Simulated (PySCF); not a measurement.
Structure with atom numbers: `[CH3:1][CH2:2][S:3]([CH3:4])(=[O:5])=[O:6]`. Each H is labelled by its parent atom.

Level of theory: coordinates at the PBE0-D3(BJ)/def2-SVP level, σ from GIAO-PBE0/pcSseg-1, in PySCF 2.14 (no relativistic terms, one computed conformer, equivalent nuclei averaged, no solvent model).

Scale: TMS for 13C and 1H; 33S vs CS2; 17O against H2O (reference shieldings calculated alike).

```tsv
atoms	nucleus	count	δ (ppm)
S3	33S	1	301
H(C2)	1H	2	2.44
H(C4)	1H	3	2.62
H(C1)	1H	3	1.48
O5/O6	17O	2	209.6
C1	13C	1	?
C2	13C	1	53.7
C4	13C	1	?
```

Fill in the missing shifts.

## Answers


- C4: 45.1 ppm, methyl carbon bonded to S
- C1: 5.0 ppm, methyl carbon; a saturated carbon with 1 carbon neighbour and no heteroatom attached

Shifts are as computed. Against solution values, carbons near 30 ppm lie about +2 ppm off and those near 130 ppm about +5 ppm. Of 1211 compounds with measured shifts, 218 miss one by over three times the rms of a fit or turn the order of signals round; such compounds aren't used in these exercises. Experimental scales use liquid or dissolved standards, which lie at an offset from isolated H2O (liquid H2O: subtract about 36 ppm).
